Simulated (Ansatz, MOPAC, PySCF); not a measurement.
# Rock-salt LiCl, equilibrium lattice constant a

Reference value: 5.07 Å (measured, static lattice: zero-point anharmonic expansion removed, our sources range from 5.056 to 5.072; as tabulated in Mejia-Rodriguez and Trickey (2018), arXiv:1807.09216).

**Question.** What do PM6 semi-empirical Hartree-Fock (MOPAC), LDA, PBE, Hartree–Fock, MP2 give, and how far is each from the reference?

**Answer.** 
```csv
level (code),value (Å),error (%)
PM6 semi-empirical Hartree-Fock (MOPAC),5.069,-0.02
LDA (Ansatz),4.964,-2.09
PBE (Ansatz),5.150,+1.58
Hartree–Fock (PySCF),5.244 ± 0.02,+3.43
MP2 (PySCF),5.014 ± 0.02,-1.10
```

Of the ranked levels PM6 semi-empirical Hartree-Fock (MOPAC) (-0.02 %) comes nearest. Farthest off among them: Hartree–Fock (+3.43 %). Of the ranked levels only PM6 semi-empirical Hartree-Fock (MOPAC) lands within 0.5 %.

A ± on a computed value is a rough bar: the spread of its extrapolation, a floor set from checks against published values, or a statistical error. PM6 semi-empirical Hartree-Fock (MOPAC): the method was fitted mainly to molecules. PM6 semi-empirical Hartree-Fock (MOPAC): the run uses a supercell at the zone centre in place of a k mesh. Ansatz's density-functional and Hartree–Fock values are scalar-relativistic unless marked +SOC, with PAW data made under PBE.

Differences are worked out from the printed values.

Ansatz is an electronic-structure program.
